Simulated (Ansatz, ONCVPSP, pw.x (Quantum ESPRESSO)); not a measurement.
B: one change to the ONCV potential, in the atom and in the bcc crystal

* Element: B (Z = 5)
* Generator: ONCVPSP 4.0.1
* Type: optimised norm-conserving Vanderbilt (ONCV)
* Functional: LDA (Perdew-Wang 92)
* Relativity: scalar-relativistic
* Frozen core: [He]
* Valence charge: 3
* Reference configuration: 2s1 (charge +2)
* Partial waves: 2s: rc 1.25 bohr, ncon 5, nbas 10, qcut 5.8 1/bohr, 2 projectors, debl 1.8 Ha; p scattering state at 0.03 Ha: rc 1.25 bohr, ncon 4, nbas 9, qcut 6.2 1/bohr, local
* Local potential: the p channel
* Core correction: Teter function, fcfact 5.75, rcfact 1.15

In the p channel the program set the typed energies aside and used 0.050 Ha.

Change: p: nproj 1; local potential polynomial inside 1.05 bohr (lpopt 5, dvloc0 4 Ha).

Cutoffs, loose and tight: the cutoffs (Ha) at which the residual kinetic energy of the hardest occupied pseudo-wave falls to 1 and 0.1 mHa per electron. They do not see the model core or the augmentation charge, which bear on the density cutoff. Test errors are all-electron minus pseudo excitation energies from the reference, over the configurations 2s2 2p1; 2s2; 2s2 2p0.5; 2s1 2p2; variants that change the core or the reference have their own tests.

Crystal test: bcc B in pw.x 7.5, no spin, 18³ k-points, Fermi–Dirac smearing 0.01 Ry, cutoffs set for each file from its atomic test. The reference is all-electron LAPW (Ansatz 0.2.0) with the same functional, mesh and smearing; V0 and B0 come from Birch–Murnaghan fits to the pressures at five volumes. Errors are pseudo minus all-electron; Δ is the rms difference of the E(V) curves that follow from these fits, minima aligned, over ±6 % about the mean V0. Mesh and smearing are coarse, so the numbers serve the comparison and aren't converged zero-temperature values; the lattice is a test structure that the element need not adopt.

All-electron: a0 = 2.281 Å (V0 = 5.93 Å³/atom), B0 = 251.5 GPa.

Problem. Does the change bring the crystal closer to the all-electron result?

Solution. The mean pressure error goes from +18.52 to +5.80 GPa, so the change moves the solid closer to the all-electron pressures.

| quantity | base | changed |
| --- | --- | --- |
| outcome (atom) | generated, projector energies reset by the program | generated, projector energies reset by the program |
| cutoff, loose (atom) | 14 Ha | 14 Ha |
| cutoff, tight (atom) | 18 Ha | 18 Ha |
| bound ghosts (atom) | none | none |
| largest test error (meV) (atom) | -294 | -62 |
| cutoffs in pw.x (Ry) | 50/200 | 50/200 |
| a0 (Å) | – | 2.299 |
| a0 error (%) | – | +0.78 |
| B0 error (%) | – | -6.2 |
| Δ (meV/atom) | – | 7.4 |
| mean pressure error (GPa) | +18.52 | +5.80 |

A dash: not determined, or the minimum lies outside the volumes sampled.

Base: This is a poor potential for the solid. Changed file: This is a poor potential for the solid.
